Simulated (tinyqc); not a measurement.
UKS/LDA (PW92) in the sto-3g basis, for LiH, spin multiplicity 3, step by step (part 1 of 2). Computed by tinyqc, a small Python program that keeps every step (integrals from PySCF). Settings: charge = 0, multiplicity = 3, basis = sto-3g, energy threshold = 1e-09, iteration cap = 82, orthogonalisation = symmetric, start = core, DIIS depth = 0, shift = 0.5, method = UKS, functional = lda,pw, grid = [15, 86]. Command: `OMP_NUM_THREADS=1 python tinyqc.py 27534 27535 out.jsonl` (the two numbers bound the seeds that draw the settings). One thread of a shared host (Intel(R) Xeon(R) Processor @ 2.60GHz), about 1 s of CPU time with the checks. Later iterations appear only in the table of the cycle.

## One-electron integrals

Geometry (angstrom):
```
atom         x         y         z
Li    0.000000  0.000000  0.000000
H     0.000000  0.000000  2.174000
```

Basis sto-3g: exponents (1/bohr^2) and contraction coefficients of normalised primitives:
```
element  l (shell)   exponent  coefficient
Li           s (1)  16.119575     0.154329
Li           s (1)   2.936201     0.535328
Li           s (1)   0.794651     0.444635
Li           s (2)   0.636290    -0.099967
Li           s (2)   0.147860     0.399513
Li           s (2)   0.048089     0.700115
Li           p (3)   0.636290     0.155916
Li           p (3)   0.147860     0.607684
Li           p (3)   0.048089     0.391957
H            s (1)   3.425251     0.154329
H            s (1)   0.623914     0.535328
H            s (1)   0.168855     0.444635
```

Overlap, kinetic and nuclear-attraction integrals over the contracted functions; the nuclear repulsion is the sum of Za Zb / Rab.

nuclear repulsion = 0.73023534 hartree

overlap S:
```
           1Li 1s    1Li 2s   1Li 2px   1Li 2py   1Li 2pz     2H 1s
1Li 1s   1.000000  0.241137  0.000000  0.000000  0.000000  0.018458
1Li 2s   0.241137  1.000000  0.000000  0.000000  0.000000  0.260480
1Li 2px  0.000000  0.000000  1.000000  0.000000  0.000000  0.000000
1Li 2py  0.000000  0.000000  0.000000  1.000000  0.000000  0.000000
1Li 2pz  0.000000  0.000000  0.000000  0.000000  1.000000  0.377311
2H 1s    0.018458  0.260480  0.000000  0.000000  0.377311  1.000000
```

kinetic energy T (hartree):
```
            1Li 1s     1Li 2s   1Li 2px   1Li 2py   1Li 2pz      2H 1s
1Li 1s    3.576786  -0.020237  0.000000  0.000000  0.000000  -0.007240
1Li 2s   -0.020237   0.102163  0.000000  0.000000  0.000000   0.012627
1Li 2px   0.000000   0.000000  0.319682  0.000000  0.000000   0.000000
1Li 2py   0.000000   0.000000  0.000000  0.319682  0.000000   0.000000
1Li 2pz   0.000000   0.000000  0.000000  0.000000  0.319682   0.053449
2H 1s    -0.007240   0.012627  0.000000  0.000000  0.053449   0.760032
```

nuclear attraction V (hartree):
```
            1Li 1s     1Li 2s    1Li 2px    1Li 2py    1Li 2pz      2H 1s
1Li 1s   -8.226293  -1.023039   0.000000   0.000000  -0.008724  -0.074962
1Li 2s   -1.023039  -1.440634   0.000000   0.000000  -0.089254  -0.410550
1Li 2px   0.000000   0.000000  -1.408442   0.000000   0.000000   0.000000
1Li 2py   0.000000   0.000000   0.000000  -1.408442   0.000000   0.000000
1Li 2pz  -0.008724  -0.089254   0.000000   0.000000  -1.476126  -0.601084
2H 1s    -0.074962  -0.410550   0.000000   0.000000  -0.601084  -1.956743
```

core Hamiltonian H = T + V (hartree):
```
            1Li 1s     1Li 2s    1Li 2px    1Li 2py    1Li 2pz      2H 1s
1Li 1s   -4.649507  -1.043276   0.000000   0.000000  -0.008724  -0.082202
1Li 2s   -1.043276  -1.338470   0.000000   0.000000  -0.089254  -0.397923
1Li 2px   0.000000   0.000000  -1.088761   0.000000   0.000000   0.000000
1Li 2py   0.000000   0.000000   0.000000  -1.088761   0.000000   0.000000
1Li 2pz  -0.008724  -0.089254   0.000000   0.000000  -1.156444  -0.547635
2H 1s    -0.082202  -0.397923   0.000000   0.000000  -0.547635  -1.196711
```

## Two-electron integrals

Functions are numbered as in S; the eight-fold symmetry (ij|kl) = (ji|kl) = (kl|ij) leaves the list below.

Two-electron integrals (ij|kl) in chemists' order, unique and non-zero (hartree):
```
(11|11) 1.680395   (21|11) 0.265420   (21|21) 0.049941   (22|11) 0.397727
(22|21) 0.092860   (22|22) 0.290562   (31|31) 0.008981   (32|31) 0.013788
(32|32) 0.064184   (33|11) 0.396640   (33|21) 0.092880   (33|22) 0.290497
(33|33) 0.312946   (41|41) 0.008981   (42|41) 0.013788   (42|42) 0.064184
(43|43) 0.016869   (44|11) 0.396640   (44|21) 0.092880   (44|22) 0.290497
(44|33) 0.279207   (44|44) 0.312946   (51|51) 0.008981   (52|51) 0.013788
(52|52) 0.064184   (53|53) 0.016869   (54|54) 0.016869   (55|11) 0.396640
(55|21) 0.092880   (55|22) 0.290497   (55|33) 0.279207   (55|44) 0.279207
(55|55) 0.312946   (61|11) 0.019290   (61|21) 0.003673   (61|22) 0.007041
(61|33) 0.006955   (61|44) 0.006955   (61|51) 0.000483   (61|52) 0.000943
(61|55) 0.007218   (61|61) 0.000301   (62|11) 0.078914   (62|21) 0.018808
(62|22) 0.066927   (62|33) 0.063020   (62|44) 0.063020   (62|51) 0.002892
(62|52) 0.021118   (62|55) 0.074681   (62|61) 0.001690   (62|62) 0.030817
(63|31) 0.001101   (63|32) 0.006022   (63|53) 0.002808   (63|63) 0.001607
(64|41) 0.001101   (64|42) 0.006022   (64|54) 0.002808   (64|64) 0.001607
(65|11) 0.108493   (65|21) 0.026013   (65|22) 0.094992   (65|33) 0.088466
(65|44) 0.088466   (65|51) 0.004443   (65|52) 0.032628   (65|55) 0.107958
(65|61) 0.002386   (65|62) 0.046842   (65|65) 0.071622   (66|11) 0.243349
(66|21) 0.058652   (66|22) 0.230034   (66|33) 0.210799   (66|44) 0.210799
(66|51) 0.008664   (66|52) 0.083063   (66|55) 0.268388   (66|61) 0.005312
(66|62) 0.139703   (66|65) 0.217964   (66|66) 0.774606
```

## Orthogonalisation

S = U s U^T; symmetric (Loewdin) form X = U s^(-1/2) U^T, so that X^T S X = 1.

eigenvalues of S: 0.523090  0.805568  1.000000  1.000000  1.182693  1.488649

X:
```
            1Li 1s     1Li 2s   1Li 2px   1Li 2py    1Li 2pz      2H 1s
1Li 1s    1.023430  -0.129525  0.000000  0.000000  -0.006110   0.018126
1Li 2s   -0.129525   1.054867  0.000000  0.000000   0.045103  -0.154896
1Li 2px   0.000000   0.000000  1.000000  0.000000   0.000000   0.000000
1Li 2py   0.000000   0.000000  0.000000  1.000000   0.000000   0.000000
1Li 2pz  -0.006110   0.045103  0.000000  0.000000   1.063403  -0.218714
2H 1s     0.018126  -0.154896  0.000000  0.000000  -0.218714   1.094242
```

## Starting guess

The start is the orbitals of the core Hamiltonian; D(s) = C_occ C_occ^T for each spin.

D(alpha) at the start:
```
            1Li 1s     1Li 2s   1Li 2px   1Li 2py    1Li 2pz      2H 1s
1Li 1s    1.026141  -0.087776  0.000000  0.000000  -0.058663  -0.052349
1Li 2s   -0.087776   0.266134  0.000000  0.000000   0.249450   0.241699
1Li 2px   0.000000   0.000000  0.363589  0.481032   0.000000   0.000000
1Li 2py   0.000000   0.000000  0.481032  0.636411   0.000000   0.000000
1Li 2pz  -0.058663   0.249450  0.000000  0.000000   0.234371   0.227195
2H 1s    -0.052349   0.241699  0.000000  0.000000   0.227195   0.220258
```

D(beta) at the start:
```
            1Li 1s     1Li 2s   1Li 2px   1Li 2py    1Li 2pz      2H 1s
1Li 1s    1.011336  -0.025080  0.000000  0.000000   0.000242   0.004752
1Li 2s   -0.025080   0.000622  0.000000  0.000000  -0.000006  -0.000118
1Li 2px   0.000000   0.000000  0.000000  0.000000   0.000000   0.000000
1Li 2py   0.000000   0.000000  0.000000  0.000000   0.000000   0.000000
1Li 2pz   0.000242  -0.000006  0.000000  0.000000   0.000000   0.000001
2H 1s     0.004752  -0.000118  0.000000  0.000000   0.000001   0.000022
```

## Iteration 1: exchange-correlation on the grid

Becke grid with 15 radial and 86 angular points per atom, points of zero weight dropped. rho = sum D_ij phi_i phi_j; V_xc,ij = sum w v_xc phi_i phi_j; v_xc is d(rho eps)/d rho(s) for spin s.

The 12 grid points with the largest w rho, of 2572 (bohr, atomic units):
```
x                  y         z         w  rho(alpha)  rho(beta)     eps_xc  v_xc(alpha)
0.000000    0.000000  2.630335  0.593100    0.019657   4.46e-08  -0.273626    -0.360676
-1.826384  -1.826384  0.497301  0.976459    0.011770   1.54e-07  -0.232483    -0.306245
1.826384    1.826384  0.497301  0.976459    0.011770   1.54e-07  -0.232483    -0.306245
-1.518625  -1.518625  1.518625  0.976330    0.011244   1.14e-07  -0.229134    -0.301815
1.518625    1.518625  1.518625  0.976330    0.011244   1.14e-07  -0.229134    -0.301815
-2.574494  -2.574494  0.701001  2.498412    0.004325   7.53e-07  -0.169349    -0.222825
2.574494    2.574494  0.701001  2.498412    0.004325   7.53e-07  -0.169349    -0.222825
-0.984385  -2.439191  0.000000  0.971254    0.010878   1.63e-07  -0.226743    -0.298653
0.984385    2.439191  0.000000  0.971254    0.010878   1.63e-07  -0.226743    -0.298653
-0.972179  -2.242409  0.972179  0.912972    0.011357   1.40e-07  -0.229862    -0.302778
0.972179    2.242409  0.972179  0.912972    0.011357   1.40e-07  -0.229862    -0.302778
0.000000    0.984385  2.439191  0.787643    0.013067   3.27e-09  -0.240325    -0.316615
```

electrons on the grid, sum of w rho = 3.998938

E_xc = sum of w rho eps_xc = -2.00639350 hartree

V_xc(alpha) (hartree):
```
            1Li 1s     1Li 2s    1Li 2px    1Li 2py    1Li 2pz      2H 1s
1Li 1s   -1.050561  -0.146085   0.000000   0.000000  -0.003592  -0.010892
1Li 2s   -0.146085  -0.220966   0.000000   0.000000  -0.039577  -0.075027
1Li 2px   0.000000   0.000000  -0.212075  -0.026564   0.000000   0.000000
1Li 2py   0.000000   0.000000  -0.026564  -0.226936   0.000000   0.000000
1Li 2pz  -0.003592  -0.039577   0.000000   0.000000  -0.219204  -0.111408
2H 1s    -0.010892  -0.075027   0.000000   0.000000  -0.111408  -0.357961
```

V_xc(beta) (hartree):
```
            1Li 1s     1Li 2s    1Li 2px    1Li 2py    1Li 2pz      2H 1s
1Li 1s   -1.039893  -0.136818   0.000000   0.000000  -0.001285  -0.009903
1Li 2s   -0.136818  -0.150924   0.000000   0.000000  -0.016469  -0.041039
1Li 2px   0.000000   0.000000  -0.147122  -0.011147   0.000000   0.000000
1Li 2py   0.000000   0.000000  -0.011147  -0.153300   0.000000   0.000000
1Li 2pz  -0.001285  -0.016469   0.000000   0.000000  -0.148524  -0.059029
2H 1s    -0.009903  -0.041039   0.000000   0.000000  -0.059029  -0.171275
```

## Iteration 1: building the Kohn-Sham matrix

J_ij = sum D_kl (ij|kl) with D = D(alpha) + D(beta); F = H + J + V_xc; E = tr D H + tr D J / 2 + E_xc + E_nn.

Coulomb J (hartree):
```
           1Li 1s    1Li 2s   1Li 2px   1Li 2py   1Li 2pz     2H 1s
1Li 1s   4.098749  0.702413  0.000000  0.000000  0.011108  0.052454
1Li 2s   0.702413  1.350992  0.000000  0.000000  0.073646  0.331900
1Li 2px  0.000000  0.000000  1.338003  0.016229  0.000000  0.000000
1Li 2py  0.000000  0.000000  0.016229  1.347208  0.000000  0.000000
1Li 2pz  0.011108  0.073646  0.000000  0.000000  1.360796  0.473009
2H 1s    0.052454  0.331900  0.000000  0.000000  0.473009  1.194736
```

F(alpha) (hartree):
```
            1Li 1s     1Li 2s    1Li 2px    1Li 2py    1Li 2pz      2H 1s
1Li 1s   -1.601319  -0.486948   0.000000   0.000000  -0.001208  -0.040639
1Li 2s   -0.486948  -0.208445   0.000000   0.000000  -0.055185  -0.141050
1Li 2px   0.000000   0.000000   0.037168  -0.010335   0.000000   0.000000
1Li 2py   0.000000   0.000000  -0.010335   0.031511   0.000000   0.000000
1Li 2pz  -0.001208  -0.055185   0.000000   0.000000  -0.014852  -0.186034
2H 1s    -0.040639  -0.141050   0.000000   0.000000  -0.186034  -0.359936
```

F(beta) (hartree):
```
            1Li 1s     1Li 2s   1Li 2px   1Li 2py    1Li 2pz      2H 1s
1Li 1s   -1.590651  -0.477682  0.000000  0.000000   0.001099  -0.039651
1Li 2s   -0.477682  -0.138403  0.000000  0.000000  -0.032077  -0.107062
1Li 2px   0.000000   0.000000  0.102121  0.005082   0.000000   0.000000
1Li 2py   0.000000   0.000000  0.005082  0.105147   0.000000   0.000000
1Li 2pz   0.001099  -0.032077  0.000000  0.000000   0.055827  -0.133655
2H 1s    -0.039651  -0.107062  0.000000  0.000000  -0.133655  -0.173250
```

total energy of this density = -7.52104310 hartree

## Iteration 1: diagonalisation and new density

A level shift of 0.5 hartree raises the virtual space: F + shift (S - S D(s) S), with D(s) the density of one spin. Diagonalise F' = X^T F X, C = X C', fill 3 alpha and 1 beta electrons from the bottom; D(s) = C_occ C_occ^T. Each column has its largest component positive (the first on a tie).

F' = X^T F X (alpha) (hartree):
```
           1          2          3          4          5          6
1  -1.549375  -0.324290   0.000000   0.000000   0.012204   0.029344
2  -0.324290   0.252116   0.000000   0.000000  -0.168556  -0.252754
3   0.000000   0.000000   0.355373  -0.250851   0.000000   0.000000
4   0.000000   0.000000  -0.250851   0.213306   0.000000   0.000000
5   0.012204  -0.168556   0.000000   0.000000   0.393453  -0.309771
6   0.029344  -0.252754   0.000000   0.000000  -0.309771   0.005335
```

orbital energies (alpha) (hartree): MO1 -1.606317, MO2 -0.314049, MO3 0.023625, MO4 0.452634, MO5 0.545054, MO6 0.569260

coefficients C (alpha):
```
              MO1        MO2       MO3        MO4        MO5        MO6
1Li 1s   0.985205  -0.136148  0.000000  -0.272184   0.000000   0.036097
1Li 2s   0.055045   0.363984  0.000000   1.006630   0.000000  -0.082032
1Li 2px  0.000000   0.000000  0.603134   0.000000   0.797640   0.000000
1Li 2py  0.000000   0.000000  0.797640   0.000000  -0.603134   0.000000
1Li 2pz  0.010463   0.323047  0.000000   0.096150   0.000000   1.032967
2H 1s    0.001056   0.688252  0.000000  -0.642208   0.000000  -0.619192
```

F' = X^T F X (beta) (hartree):
```
           1          2         3         4          5          6
1  -1.537916  -0.340228  0.000000  0.000000  -0.003825   0.011371
2  -0.340228   0.473116  0.000000  0.000000   0.006147  -0.087550
3   0.000000   0.000000  0.602121  0.005082   0.000000   0.000000
4   0.000000   0.000000  0.005082  0.605147   0.000000   0.000000
5  -0.003825   0.006147  0.000000  0.000000   0.615850  -0.136007
6   0.011371  -0.087550  0.000000  0.000000  -0.136007   0.390575
```

orbital energies (beta) (hartree): MO1 -1.593925, MO2 0.300153, MO3 0.542696, MO4 0.598331, MO5 0.608937, MO6 0.692702

coefficients C (beta):
```
               MO1        MO2        MO3        MO4       MO5        MO6
1Li 1s    0.988806  -0.083893  -0.265210   0.000000  0.000000  -0.097161
1Li 2s    0.043396   0.226635   0.966530   0.000000  0.000000   0.410026
1Li 2px   0.000000   0.000000   0.000000   0.801672  0.597764   0.000000
1Li 2py   0.000000   0.000000   0.000000  -0.597764  0.801672   0.000000
1Li 2pz   0.002389   0.215987  -0.343636   0.000000  0.000000   1.007964
2H 1s    -0.005820   0.821975  -0.238694   0.000000  0.000000  -0.732715
```

D(alpha) after iteration 1:
```
            1Li 1s    1Li 2s   1Li 2px   1Li 2py    1Li 2pz      2H 1s
1Li 1s    0.989165  0.004675  0.000000  0.000000  -0.033674  -0.092664
1Li 2s    0.004675  0.135514  0.000000  0.000000   0.118160   0.250571
1Li 2px   0.000000  0.000000  0.363771  0.481084   0.000000   0.000000
1Li 2py   0.000000  0.000000  0.481084  0.636229   0.000000   0.000000
1Li 2pz  -0.033674  0.118160  0.000000  0.000000   0.104469   0.222349
2H 1s    -0.092664  0.250571  0.000000  0.000000   0.222349   0.473692
```

D(beta) after iteration 1:
```
            1Li 1s     1Li 2s   1Li 2px   1Li 2py    1Li 2pz      2H 1s
1Li 1s    0.977737   0.042910  0.000000  0.000000   0.002362  -0.005755
1Li 2s    0.042910   0.001883  0.000000  0.000000   0.000104  -0.000253
1Li 2px   0.000000   0.000000  0.000000  0.000000   0.000000   0.000000
1Li 2py   0.000000   0.000000  0.000000  0.000000   0.000000   0.000000
1Li 2pz   0.002362   0.000104  0.000000  0.000000   0.000006  -0.000014
2H 1s    -0.005755  -0.000253  0.000000  0.000000  -0.000014   0.000034
```

## Iteration 2: exchange-correlation on the grid

As before.

The 12 grid points with the largest w rho, of 2572 (bohr, atomic units):
```
x                  y          z         w  rho(alpha)  rho(beta)     eps_xc  v_xc(alpha)
0.000000    0.000000   2.630335  0.593100    0.020236   0.000010  -0.276115    -0.364049
-1.826384  -1.826384   0.497301  0.976459    0.010952   0.000014  -0.227152    -0.299334
1.826384    1.826384   0.497301  0.976459    0.010952   0.000014  -0.227152    -0.299334
-0.984385  -2.439191   0.000000  0.971254    0.010413   0.000014  -0.223545    -0.294565
0.984385    2.439191   0.000000  0.971254    0.010413   0.000014  -0.223545    -0.294565
-2.574494  -2.574494   0.701001  2.498412    0.004035   2.43e-06  -0.165664    -0.217988
2.574494    2.574494   0.701001  2.498412    0.004035   2.43e-06  -0.165664    -0.217988
-1.826384  -1.826384  -0.497301  0.976539    0.010294   0.000013  -0.222736    -0.293492
1.826384    1.826384  -0.497301  0.976539    0.010294   0.000013  -0.222736    -0.293492
-1.387601  -3.438314   0.000000  2.486810    0.003845   2.36e-06  -0.163162    -0.214685
1.387601    3.438314   0.000000  2.486810    0.003845   2.36e-06  -0.163162    -0.214685
-2.574494  -2.574494  -0.701001  2.500503    0.003810   2.28e-06  -0.162687    -0.214056
```

electrons on the grid, sum of w rho = 3.998296

E_xc = sum of w rho eps_xc = -2.00970777 hartree

V_xc(alpha) (hartree):
```
            1Li 1s     1Li 2s    1Li 2px    1Li 2py    1Li 2pz      2H 1s
1Li 1s   -1.043198  -0.144788   0.000000   0.000000  -0.002277  -0.010659
1Li 2s   -0.144788  -0.213955   0.000000   0.000000  -0.034710  -0.078734
1Li 2px   0.000000   0.000000  -0.204662  -0.028296   0.000000   0.000000
1Li 2py   0.000000   0.000000  -0.028296  -0.220451   0.000000   0.000000
1Li 2pz  -0.002277  -0.034710   0.000000   0.000000  -0.212333  -0.118525
2H 1s    -0.010659  -0.078734   0.000000   0.000000  -0.118525  -0.412999
```

V_xc(beta) (hartree):
```
            1Li 1s     1Li 2s    1Li 2px    1Li 2py    1Li 2pz      2H 1s
1Li 1s   -1.033908  -0.136872   0.000000   0.000000  -0.000896  -0.009876
1Li 2s   -0.136872  -0.153451   0.000000   0.000000  -0.015438  -0.042856
1Li 2px   0.000000   0.000000  -0.149353  -0.012501   0.000000   0.000000
1Li 2py   0.000000   0.000000  -0.012501  -0.156254   0.000000   0.000000
1Li 2pz  -0.000896  -0.015438   0.000000   0.000000  -0.150840  -0.062019
2H 1s    -0.009876  -0.042856   0.000000   0.000000  -0.062019  -0.184614
```

## Iteration 2: building the Kohn-Sham matrix

As before.

Coulomb J (hartree):
```
           1Li 1s    1Li 2s   1Li 2px   1Li 2py   1Li 2pz     2H 1s
1Li 1s   4.022392  0.690196  0.000000  0.000000  0.010131  0.051524
1Li 2s   0.690196  1.335230  0.000000  0.000000  0.078562  0.343942
1Li 2px  0.000000  0.000000  1.318934  0.016231  0.000000  0.000000
1Li 2py  0.000000  0.000000  0.016231  1.328127  0.000000  0.000000
1Li 2pz  0.010131  0.078562  0.000000  0.000000  1.351922  0.494190
2H 1s    0.051524  0.343942  0.000000  0.000000  0.494190  1.306543
```

F(alpha) (hartree):
```
            1Li 1s     1Li 2s    1Li 2px    1Li 2py    1Li 2pz      2H 1s
1Li 1s   -1.670313  -0.497867   0.000000   0.000000  -0.000870  -0.041337
1Li 2s   -0.497867  -0.217196   0.000000   0.000000  -0.045402  -0.132715
1Li 2px   0.000000   0.000000   0.025512  -0.012065   0.000000   0.000000
1Li 2py   0.000000   0.000000  -0.012065   0.018915   0.000000   0.000000
1Li 2pz  -0.000870  -0.045402   0.000000   0.000000  -0.016856  -0.171970
2H 1s    -0.041337  -0.132715   0.000000   0.000000  -0.171970  -0.303168
```

F(beta) (hartree):
```
            1Li 1s     1Li 2s   1Li 2px   1Li 2py    1Li 2pz      2H 1s
1Li 1s   -1.661022  -0.489952  0.000000  0.000000   0.000511  -0.040554
1Li 2s   -0.489952  -0.156691  0.000000  0.000000  -0.026130  -0.096837
1Li 2px   0.000000   0.000000  0.080821  0.003730   0.000000   0.000000
1Li 2py   0.000000   0.000000  0.003730  0.083112   0.000000   0.000000
1Li 2pz   0.000511  -0.026130  0.000000  0.000000   0.044638  -0.115464
2H 1s    -0.040554  -0.096837  0.000000  0.000000  -0.115464  -0.074782
```

total energy of this density = -7.60083316 hartree
